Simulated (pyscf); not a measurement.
Optimised with ωB97X-D3(BJ)/def2-SVP in PySCF.

Task: For the elementary gas-phase step `[Cl][V]([Cl])([Cl])[Cl]` [doublet] + `[CH4]` -> `[CH3][V]([Cl])([Cl])[Cl]` [doublet] + `[ClH]` (doublet surface; Cl–V, C–H broken, C–V, Cl–H formed), what barrier and reaction energy does ωB97M-D3(BJ)/def2-TZVP give, measured from the separated reactants?

Result: ΔE‡ = 2.19 eV, ΔE = +1.32 eV. Zero-point energy shifts the barrier by -0.10 eV. It is a four-centre exchange, with an imaginary mode of 946i cm⁻¹. This is the saddle that the search found; another between the same sides may lie lower. Open-shell species with a d-block atom are single-reference here; other states, and whether the spin sits on metal or ligand, were not checked.
